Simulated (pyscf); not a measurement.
# Routes from H₂N–SiH₂–NH₂ + H₂

Candidate steps break at most two bonds and form at most two. Each was searched with GFN2-xTB (tblite) first. Single points on ωB97X-D3(BJ)/def2-SVP structures (PySCF, gas phase). Energies: ωB97M-D3(BJ)/def2-TZVP, kJ/mol, from the separated reactants, singlet surface; ΔG‡ with ideal gas, 1 atm, RRHO with modes under 100 cm⁻¹ raised to 100, one conformer, R ln 2 for chiral ones without a mode under 150 cm⁻¹.

```csv
products,type,ΔE‡,ΔE,ΔG‡ 298 K,ΔG‡ 900 K,ν‡ (cm⁻¹)
NH₃ + H₂N–SiH₃,four-centre exchange,183.0,+44.4,225.7,307.5,1384i
H₂N–SiH₂–NH₂ + H₂,four-centre exchange,228.9,0.0,270.8,354.1,1490i
```

Plain bond fissions and candidates not yet searched are not listed, and one of them may be faster. Each barrier is that of the saddle found; lower ones may exist.
